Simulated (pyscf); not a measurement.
Structures and frequencies: ωB97X-D3(BJ)/def2-SVP in PySCF.

### Question
For HN=SiH–Cl + H• → [N=SiH–Cl]• + H₂, a hydrogen abstraction (doublet surface; H–N broken, H–H formed), PBE/def2-TZVP gives ΔE‡ = 10.9 kcal/mol and ΔE = +10.6 kcal/mol (zero: the separated reactants). In which direction and how far do r²SCAN/def2-TZVP, B3LYP-D3(BJ)/def2-TZVP, ωB97M-D3(BJ)/def2-TZVP move these?

### Answer
r²SCAN: ΔE‡ = 10.2 kcal/mol, ΔE = +7.2 kcal/mol; B3LYP-D3(BJ): ΔE‡ = 10.7 kcal/mol, ΔE = +6.3 kcal/mol; ωB97M-D3(BJ): ΔE‡ = 16.5 kcal/mol, ΔE = +10.0 kcal/mol. PBE's barrier lies among them. Its reaction energy lies over all of them, by 0.6 to 4.3 kcal/mol. The same reactants have a lower exit, to [HN=Si–Cl]• + H₂ (barrier +6.2 kcal/mol at ωB97M-D3(BJ)/def2-TZVP, against +16.5 kcal/mol here). HN=SiH–Cl lies 26.4 kcal/mol over its isomer H₂N–Si:–Cl [singlet] (electronic energy, ωB97M-D3(BJ)/def2-TZVP). [N=SiH–Cl]• lies 31.3 kcal/mol over its isomer [HN=Si–Cl]• (electronic energy, ωB97M-D3(BJ)/def2-TZVP). One saddle was located; it need not be the lowest between these sides. The angle at the transferred H is 161°.
